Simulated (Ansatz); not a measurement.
System: C$_{2}$H$_{3}$O (charge 0, doublet). It need not be the lowest isomer of its formula. 
Geometry from a B3LYP-D3(BJ)/def2-TZVP (Ansatz, a first-principles code) optimisation:
```
C
H 1 1.0841
H 1 1.0855 2 116.13
C 1 1.4453 2 119.59 3 -161.77
O 4 1.3627 1 63.15 2 -100.82
H 4 1.0856 5 122.06 1 125.52
```
Charge 0, spin multiplicity 2.

Parts of the frozen-core correlation energy in 6-31G* (Ansatz, hartree). Frozen orbitals: 3; correlated occupied orbitals by spin: 9 and 8; virtual: 39 and 40. UHF or UKS for open shells. Spin-orbit coupling is left out. Non-relativistic.

```
term                            value
-------------------------  ----------
reference (HF)             -152.22706
MP2 opposite-spin            -0.30659
MP2 same-spin                -0.10827
CCSD correlation             -0.43826
(T)                          -0.01377
T1 diagnostic                   0.020
largest doubles amplitude       0.027
<S^2> of the reference          0.758
```
